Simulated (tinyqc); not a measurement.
Worked calculation: Pariser-Parr-Pople SCF with singles CI, for the molecule Fc1ccsc1 (SMILES; centres numbered as the heavy atoms are written). Computed by tinyqc, a small Python program that keeps every step. Settings: charge = 0, gamma = Ohno, start = huckel, damping = 0.5, iteration cap = 88, excitations kept = 9. Command: `OMP_NUM_THREADS=1 python tinyqc.py 28527 28528 out.jsonl` (the two numbers bound the seeds that draw the settings). One thread of a shared host (Intel(R) Xeon(R) Processor @ 2.60GHz), about 0.01 s of CPU time with the checks. Later iterations appear only in the table of the cycle.

## PPP integrals

Centres (angstrom, eV; a flat drawing with bonds scaled to 1.40 angstrom):
```
centre          x          y  core charge z          W   gamma_rr
1F       2.159000   0.000000              2  39.000000  21.400000
2C       0.759000   0.000000              1  11.160000  11.130000
3C      -0.064000   1.133000              1  11.160000  11.130000
4C      -1.395000   0.700000              1  11.160000  11.130000
5S      -1.395000  -0.700000              2  22.000000  13.000000
6C      -0.064000  -1.133000              1  11.160000  11.130000
```

Resonance integrals (eV):
```
i  j       beta
1  2  -2.100000
2  3  -2.390000
3  4  -2.390000
4  5  -2.020000
5  6  -2.020000
6  2  -2.390000
```

Ohno: gamma = 14.399645/sqrt(R^2 + a^2), a = 2 x 14.399645/(gamma_rr + gamma_ss); H_rr = -W_r - sum_(s != r) z_s gamma_rs; H_rs = beta for bonds.

repulsion gamma_rs (eV), lower triangle:
```
           1F         2C         3C         4C         5S         6C
1F  21.400000
2C   8.693146  11.130000
3C   5.438981   7.552804  11.130000
4C   3.861633   5.520570   7.554850  11.130000
5S   3.873196   5.624616   5.623872   7.827217  13.000000
6C   5.438981   7.552804   5.518526   5.519866   7.828316  11.130000
```

core matrix H (eV), lower triangle:
```
            1F          2C          3C          4C          5S          6C
1F  -70.179133
2C   -2.100000  -60.421702
3C    0.000000   -2.390000  -53.911886
4C    0.000000    0.000000   -2.390000  -53.132985
5S    0.000000    0.000000    0.000000   -2.020000  -56.650413
6C    0.000000   -2.390000    0.000000    0.000000   -2.020000  -56.285790
```

## Starting guess

pi electrons, sum of z_r less the charge = 8

Orbitals of the Hueckel matrix of the beta values.

P at the start, lower triangle:
```
           1F         2C         3C         4C        5S        6C
1F   1.787190
2C   0.432053   1.121344
3C  -0.274137   0.579767   1.285659
4C   0.077366  -0.190867   0.625681   1.205835
5S   0.125923  -0.224654  -0.320273   0.656859  1.281004
6C  -0.310917   0.612843  -0.114309  -0.303768  0.566279  1.318969
```

## Iteration 1: Fock matrix

F_rr = H_rr + P_rr gamma_rr / 2 + sum_(s != r) P_ss gamma_rs; F_rs = H_rs - P_rs gamma_rs / 2; E = tr P (H + F) / 2 + core repulsion sum_(r<s) z_r z_s gamma_rs.

F (eV), lower triangle:
```
            1F         2C         3C         4C         5S         6C
1F  -17.523605
2C   -3.977948  -5.110829
3C    0.745512  -4.579433  -4.974547
4C   -0.149379   0.526848  -4.753464  -6.310401
5S   -0.243863   0.631795   0.900588  -4.590691  -8.100607
6C    0.845535  -4.704343   0.315409   0.838378  -4.236504  -6.976855
```

pi energy = -141.314805 eV

## Iteration 1: orbitals and new P

Diagonalise F (the basis is taken as orthonormal) and form P = 2 sum c c over the lowest orbitals; 0.5 of the old P is kept.

orbital energies (eV): -18.760809  -14.177635  -10.113205  -9.805976  1.043281  2.817501

P after iteration 1, lower triangle:
```
           1F         2C         3C         4C        5S        6C
1F   1.861617
2C   0.339901   1.080358
3C  -0.215777   0.605123   1.215149
4C   0.051498  -0.158508   0.648245   1.203117
5S   0.100934  -0.248513  -0.313430   0.633706  1.335151
6C  -0.243829   0.641633  -0.113760  -0.325457  0.557786  1.304608
```

## Iteration 2: Fock matrix

As before.

F (eV), lower triangle:
```
            1F         2C         3C         4C         5S         6C
1F  -17.345914
2C   -3.577404  -5.043367
3C    0.586804  -4.675186  -5.066951
4C   -0.099433   0.437527  -4.838697  -6.452519
5S   -0.195469   0.698895   0.881345  -4.500077  -8.221141
6C    0.663091  -4.813066   0.313894   0.898241  -4.203263  -6.941755
```

pi energy = -141.950914 eV

## Iteration 2: orbitals and new P

As before.

orbital energies (eV): -18.410380  -14.230569  -10.244626  -9.952104  1.001834  2.764200

P after iteration 2, lower triangle:
```
           1F         2C         3C         4C        5S        6C
1F   1.905816
2C   0.279837   1.056551
3C  -0.177288   0.618464   1.171409
4C   0.036234  -0.139059   0.663123   1.202719
5S   0.084378  -0.262428  -0.309681   0.617189  1.370703
6C  -0.200759   0.660220  -0.111602  -0.338675  0.552568  1.292802
```

## Convergence

Stop when output and input P, before any damping, agree to 1e-7.

Course of the cycle:
```
iteration         E (eV)  largest |P(out) - P(in)|
1          -141.31480540                  1.84e-01
2          -141.95091415                  1.20e-01
3          -142.34577253                  7.91e-02
4          -142.57630559                  5.25e-02
5          -142.70613864                  3.50e-02
6          -142.77759097                  2.34e-02
7          -142.81630955                  1.57e-02
8          -142.83706948                  1.06e-02
9          -142.84812121                  7.15e-03
10         -142.85397801                  4.84e-03
11         -142.85707412                  3.28e-03
...                  ...                       ...
43         -142.86056172                  1.11e-06
44         -142.86056172                  8.70e-07
45         -142.86056172                  6.83e-07
46         -142.86056172                  5.36e-07
47         -142.86056172                  4.20e-07
48         -142.86056172                  3.30e-07
49         -142.86056172                  2.59e-07
50         -142.86056172                  2.03e-07
51         -142.86056172                  1.59e-07
52         -142.86056172                  1.25e-07
53         -142.86056172                  9.83e-08
```

Converged in 53 iterations.

## Converged orbitals

Charges are z - P_rr.

orbital energies (eV): -17.858097  -14.292954  -10.463592  -10.137513  0.946554  2.662583

coefficients:
```
         MO1        MO2        MO3        MO4        MO5        MO6
1F  0.945154  -0.226969  -0.026541  -0.202731   0.047866  -0.105234
2C  0.282782   0.286885   0.077411   0.591447  -0.263287   0.642347
3C  0.098376   0.352837  -0.519580   0.376447  -0.295112  -0.605856
4C  0.046791   0.477705  -0.543267  -0.278361   0.547307   0.312154
5S  0.047727   0.565591   0.269019  -0.573397  -0.525959   0.006343
6C  0.112134   0.439991   0.596515   0.247203   0.514898  -0.334328
```

pi charges: 1F 0.026731, 2C -0.036141, 3C -0.091695, 4C -0.206030, 5S 0.553346, 6C -0.246211

## Singles CI, singlets

Over the 8 single excitations with the smallest orbital gaps: A = (e_a - e_i) delta + 2 (ia|jb) - (ij|ab), with (pq|rs) = sum c_mp c_mq gamma_mn c_nr c_ns. f = 2/3 w |mu|^2 in atomic units, mu = sqrt2 sum c_ia sum_m c_mi c_ma R_m.

singlet CI matrix (eV), lower triangle:
```
           4>5        3>5        4>6        3>6        2>5        2>6        1>5        1>6
4>5   5.829899
3>5  -0.053303   5.901587
4>6  -0.042473   0.857176   6.961852
3>6  -0.922664   0.048363   0.072102   7.333156
2>5   0.256234  -0.085759   0.126030   0.353644   8.664897
2>6   0.133876   0.235691  -0.281559   0.113471  -0.006940  10.599723
1>5  -0.201669  -0.064938  -0.028832  -0.044363  -0.399390  -0.104349  13.892485
1>6  -0.070212   0.168325  -0.176105   0.026210  -0.116147  -0.121016   0.727220  13.904167
```

singlet excitation energies (eV): 5.334080  5.392575  7.401395  7.750832  8.732144  10.628222  13.186461  14.662055

oscillator strengths: 0.129971  0.082159  0.733093  0.853540  0.024323  0.001759  0.020671  0.007140

## Singles CI, triplets

Over the 8 single excitations with the smallest orbital gaps: A = (e_a - e_i) delta - (ij|ab), with (pq|rs) = sum c_mp c_mq gamma_mn c_nr c_ns.

triplet CI matrix (eV), lower triangle:
```
           4>5        3>5        4>6       3>6        2>5        2>6        1>5        1>6
4>5   3.570570
3>5   0.010550   3.754772
4>6   0.211114   0.236632   5.258241
3>6   0.236632  -0.185962   0.121750  5.812695
2>5   0.853985  -0.251784   0.381855  0.903051   7.414888
2>6   0.381855   0.903051  -0.846664  0.349440  -0.041800   9.961206
1>5  -0.314360  -0.110097   0.003563  0.171830  -0.550887  -0.113841  13.786673
1>6   0.003563   0.171830  -0.433327  0.045139  -0.113841  -0.216961   0.879568  13.534905
```

triplet excitation energies (eV): 3.339309  3.501466  5.156650  5.385816  8.036363  10.253704  12.809386  14.611256
